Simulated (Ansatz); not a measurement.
**C6H12: up Jacob's ladder to CCSD(T)**

Aim: compute C6H12 with functionals from several rungs and with coupled cluster. The yardstick is the atomisation energy at the CCSD(T) limit.

Computed with Ansatz 0.2.0, Gaussian basis. Level: functionals in def2-TZVPP, the program's frozen cores in correlated methods.

Levels to be run: LDA (SPW92), PBE-D4, revPBE-D4, BLYP-D4, r2SCAN-D4, B97M-V, PBE0-D4, B3LYP-D4, r2SCANh-D4, r2SCAN0-D4, HSE06-D4, BHLYP-D4, CAM-B3LYP-D4, LC-ωPBE, ωB97X-V, ωB97M-V, B2PLYP, PBE-QIDH; CCSD(T)/def2-SVP; CCSD(T)/def2-TZVPP; MP2/def2-QZVPP; extrapolation to the limit; RPA on PBE.

### 1 The relaxed structure

All runs share one geometry, relaxed beforehand with PBE0-D4 in a triple-zeta def2 set.

SMILES `CC/C=C\CC`, 18 atoms, charge 0, spin multiplicity 1.

Atoms are counted from 1 here; the program's logs count them from 0.

Bond lengths: C1–C2 1.525 Å, C1–H7 1.093 Å, C1–H8 1.092 Å, C1–H9 1.093 Å, C2–C3 1.493 Å, C2–H10 1.092 Å, C2–H11 1.097 Å, C3–C4 1.330 Å, C3–H12 1.089 Å, C4–C5 1.493 Å, C4–H13 1.089 Å, C5–C6 1.525 Å, C5–H14 1.097 Å, C5–H15 1.092 Å, C6–H16 1.092 Å, C6–H17 1.093 Å, C6–H18 1.093 Å. Angles: C2–C1–H7 111.3°, C2–C1–H8 110.8°, C2–C1–H9 111.0°, H7–C1–H8 108.2°, H7–C1–H9 107.8°, H8–C1–H9 107.5°, C1–C2–C3 112.1°, C1–C2–H10 109.8°, C1–C2–H11 108.8°, C3–C2–H10 110.9°, C3–C2–H11 108.7°, H10–C2–H11 106.2°, C2–C3–C4 127.8°, C2–C3–H12 114.8°, C4–C3–H12 117.4°, C3–C4–C5 127.8°, C3–C4–H13 117.4°, C5–C4–H13 114.8° and more.

### 2 LDA

This LDA is Slater exchange with PW92 correlation.

The input, in.yaml:

```yaml
crystal:
  periodic: [false, false, false]
  atoms:
    - {symbol: C, position_ang: [-1.256241, -2.413747, 0.507467]}
    - {symbol: C, position_ang: [-0.624019, -1.105460, 0.971174]}
    - {symbol: C, position_ang: [0.693080, -0.852707, 0.314069]}
    - {symbol: C, position_ang: [1.021429, 0.149849, -0.496479]}
    - {symbol: C, position_ang: [0.166319, 1.295326, -0.929104]}
    - {symbol: C, position_ang: [0.712150, 2.634887, -0.445191]}
    - {symbol: H, position_ang: [-2.193272, -2.609503, 1.034106]}
    - {symbol: H, position_ang: [-1.466735, -2.385254, -0.564133]}
    - {symbol: H, position_ang: [-0.587283, -3.259103, 0.689600]}
    - {symbol: H, position_ang: [-1.314305, -0.278053, 0.792324]}
    - {symbol: H, position_ang: [-0.473389, -1.150301, 2.056721]}
    - {symbol: H, position_ang: [1.457882, -1.600097, 0.520877]}
    - {symbol: H, position_ang: [2.038273, 0.165643, -0.886391]}
    - {symbol: H, position_ang: [0.120309, 1.306721, -2.024898]}
    - {symbol: H, position_ang: [-0.861261, 1.168211, -0.581254]}
    - {symbol: H, position_ang: [0.724966, 2.677641, 0.646346]}
    - {symbol: H, position_ang: [1.736931, 2.790001, -0.793128]}
    - {symbol: H, position_ang: [0.105147, 3.465936, -0.812103]}
basis:
  gaussian: {orbitals: def2-TZVPP}
hamiltonian: {xc: lda}
output: {orbitals: {seedname: orbitals}}
```

Run with:

```console
> ansatz run in.yaml --threads 2 --pin off --events-out ev --progress --plain --max-ram 22528MiB --backend cuda --devices 0, --max-vram 18GiB
```

After this run come: PBE-D4 (GGA); revPBE-D4 (GGA); BLYP-D4 (GGA); r2SCAN-D4 (meta-GGA); B97M-V (meta-GGA); B3LYP-D4 (hybrid); r2SCANh-D4 (hybrid); r2SCAN0-D4 (hybrid); HSE06-D4 (hybrid); BHLYP-D4 (hybrid); CAM-B3LYP-D4 (range-separated); LC-ωPBE (range-separated); ωB97X-V (range-separated); ωB97M-V (range-separated); B2PLYP (double hybrid); PBE-QIDH (double hybrid); CCSD(T) in def2-SVP; CCSD(T) in def2-TZVPP; MP2 in def2-QZVPP; RPA on PBE orbitals.

**Question.** What will the summary of the whole plan be? Wanted: atomisation energy, CCSD(T)/CBS; farthest beyond LDA; mean size of error, GGA; mean size of error, meta-GGA; mean size of error, hybrid; mean size of error, range-separated; mean size of error, double hybrid; gap, smallest and largest; T1 diagnostic.

As calculated:

```
                               quantity                                                                                             value
        atomisation energy, CCSD(T)/CBS                                                                                     7294.9 kJ/mol
 functionals within 36.5 kJ/mol (0.5 %)  revPBE-D4, BLYP-D4, r2SCAN-D4, B97M-V, B3LYP-D4, r2SCANh-D4, LC-ωPBE, ωB97X-V, ωB97M-V, PBE-QIDH
                    farthest beyond LDA                                                                            PBE-D4 (+145.9 kJ/mol)
                mean size of error, GGA                                                                                       57.6 kJ/mol
           mean size of error, meta-GGA                                                                                       19.6 kJ/mol
             mean size of error, hybrid                                                                                       55.9 kJ/mol
    mean size of error, range-separated                                                                                       17.8 kJ/mol
      mean size of error, double hybrid                                                                                       30.1 kJ/mol
              gap, smallest and largest                                                         5.35 eV (LDA (SPW92)), 12.46 eV (LC-ωPBE)
                          T1 diagnostic                                                                                            0.0093
triples share of the correlation energy                                                                                             4.0 %
```

**Reading.** LDA overbinds by 965.3 kJ/mol (13 %). PBE-D4 is off by +145.9 kJ/mol. Double hybrids carry the basis error of their MP2 part in triple zeta, and no dispersion term here, so their miss is partly the set-up's. The rungs range-separated, meta-GGA, double hybrid miss on average by less than the doubt on the reference (36.5 kJ/mol), so they tie. The reference freezes the cores and leaves out relativity and excitations past (T), so misses under about 36.5 kJ/mol can't be ranked. Hartree-Fock recovers 76 % of the binding; the rest is correlation. CCSD(T) in def2-SVP is off by -250.6 kJ/mol, more than most functionals: a good method in a small basis is no reference. The gap grows from 5.4 to 12.5 eV across the functionals, mostly with the share of exact exchange.
